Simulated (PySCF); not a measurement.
This PySCF input (HF/def2-QZVP) gives -363.85372 Eh with 127 basis functions.

```python
import numpy as np, basis_set_exchange as bse
from pyscf import gto, scf, dft, df

basis = {'O': gto.basis.parse(bse.get_basis('def2-QZVP', elements=['O'], fmt='nwchem')), 'Si': gto.basis.parse(bse.get_basis('def2-QZVP', elements=['Si'], fmt='nwchem'))}
mol = gto.M(
    atom='''
    Si   -0.00000000   -0.00000000   -0.55023073
    O     0.00000000    0.00000000    0.96290378
    ''',
    basis=basis,
    charge=0,
    verbose=4,
    max_memory=8640,
)
mf = scf.RHF(mol)
mf = mf.density_fit(auxbasis=df.autoaux(mol))
mf.conv_tol = 1e-9
mf.max_cycle = 100
print('smallest overlap eigenvalue', np.linalg.eigvalsh(mol.intor('int1e_ovlp'))[0])
mf.kernel()
dip = mf.dip_moment()
```

Change:
```diff
- basis = {'O': gto.basis.parse(bse.get_basis('def2-QZVP', elements=['O'], fmt='nwchem')), 'Si': gto.basis.parse(bse.get_basis('def2-QZVP', elements=['Si'], fmt='nwchem'))}
+ basis = {'O': gto.basis.parse(bse.get_basis('pcseg-3', elements=['O'], fmt='nwchem')), 'Si': gto.basis.parse(bse.get_basis('pcseg-3', elements=['Si'], fmt='nwchem'))}
```

Question: What does the run give now?

Answer: -363.84733 Eh (HF/pcseg-3, 124 functions), a change of +6.39 mEh.
